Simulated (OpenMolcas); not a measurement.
**[NH3]+ (SMILES [NH3+]): levels of theory compared**

We compute a comparison of 6 runs (UHF/pcseg-0, U-r2SCAN/pcseg-0, UM06-2X/pcseg-0, USVWN5/pcseg-0, ROMP2/pcseg-0, ROCCSD(T)/pcseg-0) of [NH3]+. 

The calculation is run with OpenMolcas 26.06.

## 1. The structure to begin with

[NH3]+: 4 atoms, total charge +1, spin state doublet. As SMILES, `[NH3+]`. The N1–H2 distance was set to 2.056 Å, away from the relaxed value. At this shape a bond of the SMILES string is far longer than usual.

Bond lengths: N1–H3 1.028 Å, N1–H4 1.028 Å. Angles: H3–N1–H4 120.0°.

## 2. A single-point energy at UHF/pcseg-0 (run 1)

File test.input:

```
* H3N Hartree-Fock
>>> EXPORT MOLCAS_PRINT=2

&gateway
  baslib = $CurrDir
  coord
  4
  bohr
  N     -0.96457669     0.44808241    -1.62512667
  H      0.96508313    -0.45117211     1.62384166
  H     -2.84598801    -0.00299522    -1.79421937
  H     -0.04904217     1.35496198    -3.07800481
  basis = pcseg-0
  group = NoSym

&seward

&scf
  uhf
  charge = 1
  spin = 2
  thresholds = 1e-10 1e-07 1e-07 1e-05
  prorbitals = 1 1
```

The basis set pcseg-0 is read from a file made from the Basis Set Exchange's data (not shown).

On the command line:

```console
$ export MOLCAS_MEM=1860
$ pymolcas test.input > test.log
```

Standard output:

```text
--- Start Module: gateway ---
[...]
--- Stop Module: gateway /rc=_RC_ALL_IS_WELL_ ---
--- Start Module: seward ---
[...]
      Basis functions           15
--- Stop Module: seward /rc=_RC_ALL_IS_WELL_ ---
--- Start Module: scf ---
[...]
       Convergence after  21 Iterations
[...]
::    Total SCF energy                                -55.5613200560
[...]
      Total spin, S                                     0.7864965820
[...]
      Total electronic charge=    9.000000
      Total            charge=    1.000000
[...]
      Dipole Moment (debye):
      Origin of the operator (angstrom)=   -0.4802    0.2232   -0.8090
                   X=  5.2506E-02               Y= -2.0175E-02               Z=  9.1607E-02           Total=  1.0750E-01
      Center of Charge (angstrom)
[...]
--- Stop Module: scf /rc=_RC_ALL_IS_WELL_ ---
[...]
```

Wall time 1.9 s (1 thread of Arm Neoverse V1, shared host); peak memory 0.37 GiB.

## 3. A single-point energy at U-r2SCAN/pcseg-0 (run 2)

File test.inp:

```
&GATEWAY
 BASLIB=$CurrDir
 COORD
 4
 bohr
 N     -0.96457669     0.44808241    -1.62512667
 H      0.96508313    -0.45117211     1.62384166
 H     -2.84598801    -0.00299522    -1.79421937
 H     -0.04904217     1.35496198    -3.07800481
 BASIS=pcseg-0
 GROUP=NoSym

&SEWARD
 GRIDINPUT
 Grid=UltraFine
 End of Grid

&SCF
 UHF
 CHARGE=1
 SPIN=2
 KSDFT=2
 1.0 MGGA_X_R2SCAN
 1.0 MGGA_C_R2SCAN
 THRESHOLDS=1e-10 1e-07 1e-07 1e-05
 PRORBITALS=1 1
```

The basis set pcseg-0 is read from a file made from the Basis Set Exchange's data (not shown).

On the command line:

```console
$ export MOLCAS_MEM=1860
$ pymolcas test.inp > test.log
```

Standard output:

```text
--- Start Module: gateway ---
[...]
--- Stop Module: gateway /rc=_RC_ALL_IS_WELL_ ---
--- Start Module: seward ---
[...]
      Basis functions           15
--- Stop Module: seward /rc=_RC_ALL_IS_WELL_ ---
--- Start Module: scf ---
[...]
       Convergence after  23 Iterations
[...]
::    Total KS-DFT energy                             -55.8468189556
[...]
      Total spin, S                                     0.6252745671
[...]
      Total electronic charge=    9.000000
      Total            charge=    1.000000
[...]
      Dipole Moment (debye):
      Origin of the operator (angstrom)=   -0.4802    0.2232   -0.8090
                   X=  9.6661E-01               Y= -4.4600E-01               Z=  1.6307E+00           Total=  1.9475E+00
      Center of Charge (angstrom)
[...]
--- Stop Module: scf /rc=_RC_ALL_IS_WELL_ ---
[...]
```

Wall time 11 s (1 thread of Arm Neoverse V1, shared host); peak memory 0.37 GiB.

## 4. A single-point energy at UM06-2X/pcseg-0 (run 3)

File test.inp:

```
* H3N Kohn-Sham DFT
>>> EXPORT MOLCAS_PRINT=2

&GATEWAY
  BASLIB = $CurrDir
  COORD
  4
  bohr
  N     -0.96457669     0.44808241    -1.62512667
  H      0.96508313    -0.45117211     1.62384166
  H     -2.84598801    -0.00299522    -1.79421937
  H     -0.04904217     1.35496198    -3.07800481
  BASIS = pcseg-0
  GROUP = NoSym

&SEWARD
  GRIDINPUT
  Grid=UltraFine
  End of Grid

&SCF
  UHF
  CHARGE = 1
  SPIN = 2
  KSDFT = M062X
  THRESHOLDS = 1e-10 1e-07 1e-07 1e-05
  PRORBITALS = 1 1
```

The basis set pcseg-0 is read from a file made from the Basis Set Exchange's data (not shown).

On the command line:

```console
$ export MOLCAS_MEM=1860
$ pymolcas test.inp > test.log
```

Standard output:

```text
--- Start Module: gateway ---
[...]
--- Stop Module: gateway /rc=_RC_ALL_IS_WELL_ ---
--- Start Module: seward ---
[...]
      Basis functions           15
--- Stop Module: seward /rc=_RC_ALL_IS_WELL_ ---
--- Start Module: scf ---
[...]
       Convergence after  18 Iterations
[...]
::    Total KS-DFT energy                             -55.8431647381
[...]
      Total spin, S                                     0.5965805609
[...]
      Total electronic charge=    9.000000
      Total            charge=    1.000000
[...]
      Dipole Moment (debye):
      Origin of the operator (angstrom)=   -0.4802    0.2232   -0.8090
                   X=  1.1130E+00               Y= -5.1424E-01               Z=  1.8772E+00           Total=  2.2421E+00
      Center of Charge (angstrom)
[...]
--- Stop Module: scf /rc=_RC_ALL_IS_WELL_ ---
[...]
```

Wall time 9 s (1 thread of Arm Neoverse V1, shared host); peak memory 0.37 GiB.

Runs 4 to 5 aren't shown in full; the table further down has their settings and results.

## 5. The energy at ROCCSD(T)/pcseg-0 (run 6)

File test.inp:

```
&GATEWAY
  BASLIB=$CurrDir
  COORD
  4
  bohr
  N     -0.96457669     0.44808241    -1.62512667
  H      0.96508313    -0.45117211     1.62384166
  H     -2.84598801    -0.00299522    -1.79421937
  H     -0.04904217     1.35496198    -3.07800481
  BASIS=pcseg-0
  GROUP=NoSym

&SEWARD

&SCF
  UHF
  CHARGE=1
  SPIN=2
  THRESHOLDS=1e-10 1e-07 1e-07 1e-05
  PRORBITALS=1 1

&RASSCF
  FILEORB=$Project.UnaOrb
  SPIN=2
  NACTEL=1 0 0
  INACTIVE=4
  RAS2=1
  OUTORBITALS=Canonical
  ORBLISTING=Nothing

&MOTRA
  JOBIPH
  FROZEN=1

&CCSDT
  CCT
  TRIPLES=3
  ITERATIONS=80
  ACCURACY=1e-08
  EXTRAPOLATION=5 4
```

The basis set pcseg-0 is read from a file made from the Basis Set Exchange's data (not shown).

On the command line:

```console
$ export MOLCAS_MEM=1860
$ pymolcas test.inp > test.log
```

Standard output:

```text
--- Start Module: gateway ---
[...]
--- Stop Module: gateway /rc=_RC_ALL_IS_WELL_ ---
[...]
      Basis functions           15
[...]
       Convergence after  21 Iterations
[...]
::    Total SCF energy                                -55.5613200560
[...]
      Total spin, S                                     0.7864965820
[...]
      Number of active orbitals                  1
[...]
      Spin quantum number                      0.5
[...]
      Active orbitals                            1
[...]
      Number of CSFs                             1
[...]
      Number of root(s) required                 1
[...]
      Convergence after 10 iterations
[...]
      printout of CI-coefficients larger than  0.05 for root  1
      energy=     -55.528519
      conf/sym  1     Coeff  Weight
             1  u   1.00000 1.00000
      Natural orbitals and occupation numbers for root  1
      sym 1:   1.000000
      ************************************************************************************************************************
      *                                                    Final results                                                     *
[...]
::    RASSCF root number  1 Total energy:    -55.52851879
[...]
      Total electronic charge=    9.000000
      Total            charge=    1.000000
[...]
      Dipole Moment (debye):
      Origin of the operator (angstrom)=   -0.4802    0.2232   -0.8090
                   X=  1.7092E+00               Y= -7.9188E-01               Z=  2.8811E+00           Total=  3.4423E+00
      Center of Charge (angstrom)
[...]
--- Start Module: motra ---
[...]
--- Start Module: ccsdt ---
[...]
      Convergence after                    33  Iterations
      Total energy (diff) :     -55.66468662      -0.00000001
[...]
 METHOD                       : CCSD+T(CCSD)+<T3(1)WT1>+<T3(1)UT2> = CCSD(T)
[...]
       CCSD     =       -55.6646866165591
[...]
```

Run time: 2.8 s. Hardware: 1 thread of Arm Neoverse V1, shared host; peak memory 0.37 GiB.

## 6. Overview of the runs

| run | level | integration grid | frozen core orbitals | energy (Eh) | HOMO energy (eV) | LUMO energy (eV) | ⟨S²⟩ | wall time |
| --- | --- | --- | --- | --- | --- | --- | --- | --- |
| 1 | UHF/pcseg-0 | – | – | -55.561320 | -20.09 | -7.39 | 1.405 | 1.9 s |
| 2 | U-r2SCAN/pcseg-0 | UltraFine | – | -55.846819 | -17.06 | -13.12 | 1.016 | 11 s |
| 3 | UM06-2X/pcseg-0 | UltraFine | – | -55.843165 | -18.74 | -11.07 | 0.952 | 9 s |
| 4 | USVWN5/pcseg-0 | UltraFine | – | -55.402392 | -16.07 | -13.29 | 0.839 | 5.4 s |
| 5 | ROMP2/pcseg-0 | – | 1 | -55.639789 | – | – | – | 2.7 s |
| 6 | ROCCSD(T)/pcseg-0 | – | 1 | -55.668817 | – | – | – | 2.8 s |

## 7. Summary of results

| quantity | value |
| --- | --- |
| run 6: total energy | -55.66882 Eh |
| run 6: (T) correction | -4.13 mEh |

What this shows: Totals of different functionals can't be ranked against each other. Spin contamination of the reference: run 1 ⟨S²⟩ = 1.41, run 2 ⟨S²⟩ = 1.02, run 3 ⟨S²⟩ = 0.95. Where it is this large, the reference is a mixture of spin states, and values that rest on it are in doubt. All runs together took 33 s, the longest 11 s.
